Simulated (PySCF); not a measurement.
# C6H10 (bicyclopropyl): levels of theory compared

Aim: a comparison of 6 runs (M06-L/6-31G*, PBE/6-31G*, PBE0/6-31G*, SVWN5/6-31G*, revPBE/6-31G*, CCSD(T)/6-31G*) of C6H10 (bicyclopropyl). 

Program for the calculation: PySCF 2.14.0.

## Step 1: The system as given

The species is C6H10 (16 atoms), meant as a singlet with charge 0. As SMILES, `C1CC1C1CC1`. The shape is that of a GFN2-xTB optimisation. This is one conformer, not always the lowest.

Some bond lengths: C1–C2 1.498 Å, C1–C3 1.501 Å, C2–C3 1.501 Å, C3–C4 1.493 Å, C4–C5 1.501 Å, C4–C6 1.501 Å, C5–C6 1.498 Å, C1–H7 1.079 Å, C1–H8 1.080 Å, C2–H9 1.079 Å, C2–H10 1.079 Å, C3–H11 1.084 Å, C4–H12 1.084 Å, C5–H13 1.080 Å, C5–H14 1.079 Å, C6–H15 1.079 Å. Some angles: C1–C2–C3 60.1°, C2–C1–C3 60.1°, C1–C3–C2 59.9°, C1–C3–C4 119.8°, C2–C3–C4 119.8°, C3–C4–C5 119.8°, C3–C4–C6 119.8°, C5–C4–C6 59.9°, C4–C5–C6 60.1°, C4–C6–C5 60.1°.

## Step 2: The energy at M06-L/6-31G(d) (spherical functions) (run 1)

The input, run.py:

```python
# C1CC1C1CC1
from pyscf import gto, dft

mol = gto.M(
    atom='''
C    1.042290  -1.341140  -1.017460
C    1.564330  -1.156680   0.374620
C    0.167470  -0.726180   0.035180
C   -0.166140   0.727470  -0.032950
C   -1.562620   1.156450  -0.376100
C   -1.044850   1.340930   1.017600
H    0.818400  -2.341050  -1.356150
H    1.428520  -0.697520  -1.793380
H    1.700100  -2.029930   0.994280
H    2.304200  -0.388550   0.541430
H   -0.639920  -1.338560   0.419180
H    0.642110   1.340300  -0.414290
H   -2.300650   0.386940  -0.545640
H   -1.697940   2.029660  -0.995900
H   -0.823090   2.341300   1.357280
H   -1.432220   0.696560   1.792300
''',
    charge=0,
    max_memory=1860,
    verbose=4,
    basis='6-31g*',
)

mf = dft.RKS(mol)
mf.xc = 'm06-l'
mf.conv_tol = 1e-10
mf.grids.level = 5
mf.kernel()
if not mf.converged:
    mf = mf.newton().run(mf.mo_coeff, mf.mo_occ)

e_tot = mf.e_tot
print('E = %.10f Eh' % e_tot)
```

Run with:

```bash
$ OMP_NUM_THREADS=1 python run.py
```

What it wrote:

```text
PySCF version 2.14.0

[... 84 lines left out ...]
converged SCF energy = -234.558457870338
E = -234.5584578703 Eh
```

Run time: 62 s. Hardware: 1 thread of Intel Xeon at 2.70GHz, shared host; peak memory 0.61 GiB.

## Step 3: A single-point energy at PBE/6-31G(d) (spherical functions) (run 2)

The input, input.py:

```python
from pyscf import gto, dft

mol = gto.M(
    atom=[
    ('C', (1.042290, -1.341140, -1.017460)),
    ('C', (1.564330, -1.156680, 0.374620)),
    ('C', (0.167470, -0.726180, 0.035180)),
    ('C', (-0.166140, 0.727470, -0.032950)),
    ('C', (-1.562620, 1.156450, -0.376100)),
    ('C', (-1.044850, 1.340930, 1.017600)),
    ('H', (0.818400, -2.341050, -1.356150)),
    ('H', (1.428520, -0.697520, -1.793380)),
    ('H', (1.700100, -2.029930, 0.994280)),
    ('H', (2.304200, -0.388550, 0.541430)),
    ('H', (-0.639920, -1.338560, 0.419180)),
    ('H', (0.642110, 1.340300, -0.414290)),
    ('H', (-2.300650, 0.386940, -0.545640)),
    ('H', (-1.697940, 2.029660, -0.995900)),
    ('H', (-0.823090, 2.341300, 1.357280)),
    ('H', (-1.432220, 0.696560, 1.792300)),
],
    verbose=3,
    max_memory=1860,
    basis='6-31g*',
)

myscf = dft.RKS(mol)
myscf.xc = 'pbe'
myscf.grids.level = 5
myscf.conv_tol = 1e-10
myscf.kernel()
if not myscf.converged:
    myscf = myscf.newton().run(myscf.mo_coeff, myscf.mo_occ)

etot = myscf.e_tot
print('E(%s) = %.9f' % ('PBE', etot))
```

Run with:

```bash
$ OMP_NUM_THREADS=1 python input.py
```

What it wrote:

```text
converged SCF energy = -234.256802136857
E(PBE) = -234.256802137
```

It took 36 s on 1 thread of Intel Xeon at 2.70GHz, shared host; peak memory 0.55 GiB.

Run 3 isn't shown in full; the table further down has it.

## Step 4: A single-point energy at SVWN5/6-31G(d) (spherical functions) (run 4)

The input, calc.py:

```python
from pyscf import gto, dft

molecule = gto.M(
    atom='''
C      1.042290    -1.341140    -1.017460
C      1.564330    -1.156680     0.374620
C      0.167470    -0.726180     0.035180
C     -0.166140     0.727470    -0.032950
C     -1.562620     1.156450    -0.376100
C     -1.044850     1.340930     1.017600
H      0.818400    -2.341050    -1.356150
H      1.428520    -0.697520    -1.793380
H      1.700100    -2.029930     0.994280
H      2.304200    -0.388550     0.541430
H     -0.639920    -1.338560     0.419180
H      0.642110     1.340300    -0.414290
H     -2.300650     0.386940    -0.545640
H     -1.697940     2.029660    -0.995900
H     -0.823090     2.341300     1.357280
H     -1.432220     0.696560     1.792300
''',
    charge=0,
    verbose=3,
    spin=0,
    max_memory=1860,
    basis='6-31g*',
)

calc0 = dft.RKS(molecule)
calc0.xc = 'svwn'
calc0.conv_tol = 1e-10
calc0.grids.level = 5
calc0.kernel()
if not calc0.converged:
    calc0 = calc0.newton().run(calc0.mo_coeff, calc0.mo_occ)

energy = calc0.e_tot
print('E = %.10f Eh' % energy)
```

Run with:

```bash
$ OMP_NUM_THREADS=1 python calc.py
```

What it wrote:

```text
converged SCF energy = -232.366695976635
E = -232.3666959766 Eh
```

Run time: 27 s. Hardware: 1 thread of Intel Xeon at 2.70GHz, shared host; peak memory 0.38 GiB.

Run 5 isn't shown in full; the table further down has it.

## Step 5: A single-point energy at CCSD(T)/6-31G(d) (spherical functions) (run 6)

The input, job.py:

```python
from pyscf import gto, cc

mol = gto.M(
    atom='''
C    1.042290  -1.341140  -1.017460
C    1.564330  -1.156680   0.374620
C    0.167470  -0.726180   0.035180
C   -0.166140   0.727470  -0.032950
C   -1.562620   1.156450  -0.376100
C   -1.044850   1.340930   1.017600
H    0.818400  -2.341050  -1.356150
H    1.428520  -0.697520  -1.793380
H    1.700100  -2.029930   0.994280
H    2.304200  -0.388550   0.541430
H   -0.639920  -1.338560   0.419180
H    0.642110   1.340300  -0.414290
H   -2.300650   0.386940  -0.545640
H   -1.697940   2.029660  -0.995900
H   -0.823090   2.341300   1.357280
H   -1.432220   0.696560   1.792300
''',
    basis='6-31g*',
    spin=0,
    verbose=3,
    max_memory=1860,
)

mf = mol.RHF()
mf.conv_tol = 1e-10
mf.kernel()
if not mf.converged:
    mf = mf.newton().run(mf.mo_coeff, mf.mo_occ)

mycc = cc.CCSD(mf, frozen=6)
mycc.kernel()
e_t = mycc.ccsd_t()
energy = mycc.e_tot + e_t
print(f'total energy: {energy:.8f} hartree')
```

Run with:

```bash
$ OMP_NUM_THREADS=1 python job.py
```

What it wrote:

```text
converged SCF energy = -232.961069887433
E(CCSD) = -233.7912309299845  E_corr = -0.8301610425518602
CCSD(T) correction = -0.0269372263897687
total energy: -233.81816816 hartree
```

Wall time 92 s (1 thread of Intel Xeon at 2.70GHz, shared host); peak memory 0.86 GiB.

## Step 6: All runs side by side

| run | level | integration grid | frozen core orbitals | energy (Eh) | dipole moment (D) of the reference | HOMO energy (eV) | LUMO energy (eV) | wall time |
| --- | --- | --- | --- | --- | --- | --- | --- | --- |
| 1 | M06-L/6-31G* (spherical functions) | 5 | – | -234.558458 | 0.00 | -5.95 | 2.17 | 62 s |
| 2 | PBE/6-31G* (spherical functions) | 5 | – | -234.256802 | 0.00 | -5.66 | 1.80 | 36 s |
| 3 | PBE0/6-31G* (spherical functions) | 5 | – | -234.305783 | 0.00 | -6.96 | 2.80 | 30 s |
| 4 | SVWN5/6-31G* (spherical functions) | 5 | – | -232.366696 | 0.00 | -5.77 | 1.64 | 27 s |
| 5 | revPBE/6-31G* (spherical functions) | 5 | – | -234.516168 | 0.00 | -5.62 | 1.88 | 37 s |
| 6 | CCSD(T)/6-31G* (spherical functions) | – | 6 | -233.818168 | 0.00 | -9.91 | 6.43 | 92 s |

## Step 7: Outcome

| quantity | value |
| --- | --- |
| run 6: total energy | -233.81817 Eh |
| run 6: dipole moment (Hartree–Fock density) | 0.00 D |
| run 6: HOMO energy (Hartree–Fock orbitals) | -9.91 eV |
| run 6: LUMO energy (Hartree–Fock orbitals) | 6.43 eV |
| run 6: HOMO–LUMO gap (Hartree–Fock orbitals) | 16.35 eV |
| run 6: correlation energy (6 core orbitals frozen) | -857.1 mEh |
| run 6: (T) correction | -26.94 mEh |
| run 6: T1 diagnostic | 0.008 |

What this shows: Over runs 1, 2, 3, 4, 5 the HOMO–LUMO gap runs from 7.41 eV (SVWN5/6-31G*) to 9.76 eV (PBE0/6-31G*). Totals of different functionals can't be ranked against each other. All runs together took 4.7 min, the longest 92 s.
